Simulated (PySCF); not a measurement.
Start geometry of `[SiH3][SiH3]` from GFN2-xTB (Å):
```
atom  x, y, z in Å
Si1   -1.1457    0.1219   -0.0228
Si2    1.1483   -0.1062    0.0094
H3    -1.7636   -0.6888   -1.0760
H4    -1.5848    1.5009   -0.2534
H5    -1.7646   -0.2997    1.2375
H6     1.5565   -1.4256    0.5017
H7     1.8159    0.8741    0.8711
H8     1.7560    0.0422   -1.3166
```

Task: What comes out of this run: PBE0-D3(BJ)/def2-SVP geometry optimisation, gas phase in PySCF 2.14.0?

Result: 
```
atom  x, y, z in Å
Si1   -1.1648    0.1070   -0.0316
Si2    1.1686   -0.1095    0.0191
H3    -1.7573   -0.8313   -1.0341
H4    -1.5339    1.5071   -0.4074
H5    -1.7439   -0.1972    1.3133
H6     1.5614   -1.5012    0.4000
H7     1.7451    0.8428    1.0182
H8     1.7428    0.2010   -1.3266
```

The energy falls by 2.2 kcal/mol over 9 energy and gradient evaluations, the largest force component goes from 0.0120 to 3.7e-04 Eh/bohr, and the atoms move by 0.129 Å rms after alignment. The bond that changes most is Si1–Si2 (both ends SiH3 silicon), which lengthens by 0.038 Å. Bonds longer at the end by more than 0.005 Å: 7 of 7; shorter: 0. Among the angles that change most is Si2–Si1–H4, from 113.2° to 109.7°. Among the dihedrals that turn most is H5–Si1–Si2–H8, from 168° to 180°. Rotational constants go from 45619, 5173, 5173 to 42419, 5051, 5051 MHz. The orientation of the end geometry is arbitrary; only internal coordinates are fixed.

The run used 66 basis functions and 42 SCF cycles in all.

PBE0-D3(BJ)/def2-SVP frequencies: not computed here.
